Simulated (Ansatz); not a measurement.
# PH2+ (triplet): the correlation ladder, def2-QZVPP

The task here is to estimate one member of a computed series from the others.

Method: def2-QZVPP, core rule «outside noble gas», up to 5 orbitals frozen; program: Ansatz 0.2.0, Gaussian basis.

To be run: UHF; ROHF; CCSD(T) on UHF.

2 further runs of the same task are left out: 2 set aside as unsound or not needed.

**What is computed**

The geometry is a PBE0/def2-TZVP stationary point (not a proven minimum).

3 atoms, charge 1, spin multiplicity 3.

Atoms are counted from 1 here; the program's logs count them from 0.

Bond lengths: P1–H2 1.416 Å, P1–H3 1.416 Å. Angles: H2–P1–H3 122.2°.

As a file:

| atom | x (Å) | y (Å) | z (Å) |
| --- | --- | --- | --- |
| P1 | 0.00000 | -0.04181 | 0.00000 |
| H2 | 0.00000 | 0.64245 | -1.23972 |
| H3 | 0.00000 | 0.64245 | 1.23972 |

The first run:

File in.yaml:

```yaml
crystal:
  periodic: [false, false, false]
  atoms:
    - {symbol: P, position_ang: [0.000000, -0.041813, 0.000000]}
    - {symbol: H, position_ang: [0.000000, 0.642452, -1.239718]}
    - {symbol: H, position_ang: [0.000000, 0.642452, 1.239718]}
basis:
  gaussian: {orbitals: "def2-QZVPP.json"}
total_charge: 1
magnetization: {spin_polarized: true, initial_magnetization: 2}
hamiltonian: {xc: hf}
output: {orbitals: {seedname: orbitals}}
```

Run with:

```console
$ ansatz run in.yaml --threads 1 --pin off --events-out ev --progress --plain --max-ram 4096MiB --backend cpu
```

Steps of the session up to this table: UHF; ROHF; CCSD(T) on UHF.

One of the session's tables, all rows but one given; the rest of the session is left out.

| method | from UCCSD(T) (meV) |
| --- | --- |
| ROHF | +3757.4 |
| UHF | +3667.8 |
| UMP2 | +714.0 |
| UCCSD | ? |
| UCCSD(T) | 0 |

Q: Estimate the row for UCCSD from the others.

As computed: from UCCSD(T) (meV): +113.8. In the column «from UCCSD(T) (meV)» it lies between UCCSD(T) (0) and UMP2 (+714.0).
